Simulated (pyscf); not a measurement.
Single points on ωB97X-D3(BJ)/def2-SVP structures (PySCF, gas phase).

Question: For the elementary gas-phase step `[Cl][GaH][Cl]` + `[NH3]` → `[NH2][Ga]([Cl])[Cl]` + `[H][H]` (singlet surface; Ga–H, H–N broken, Ga–N, H–H formed), what barrier and reaction energy does ωB97M-D3(BJ)/def2-TZVP give, measured from the separated reactants?

Answer: ΔE‡ = 0.84 eV, ΔE = -0.14 eV. Zero-point energy shifts the barrier by -0.04 eV. It is a four-centre exchange, with an imaginary mode of 1366i cm⁻¹. On the reactant side the descent ends in an adduct with a Ga–N contact, 1.37 eV under the separated species and 2.12 eV under the saddle at ωB97X-D3(BJ)/def2-TZVP. What is counted as formed (Ga–N) is already present as a longer contact in the reactant adduct; forming that adduct is a step of its own. At the saddle there is also a short Ga–H contact that neither side keeps. At ωB97X-D3(BJ) the barrier from the zero used here is 0.74 eV. One saddle was located; it need not be the lowest between these sides. Elements up to Kr have no core potential and no relativistic terms here.
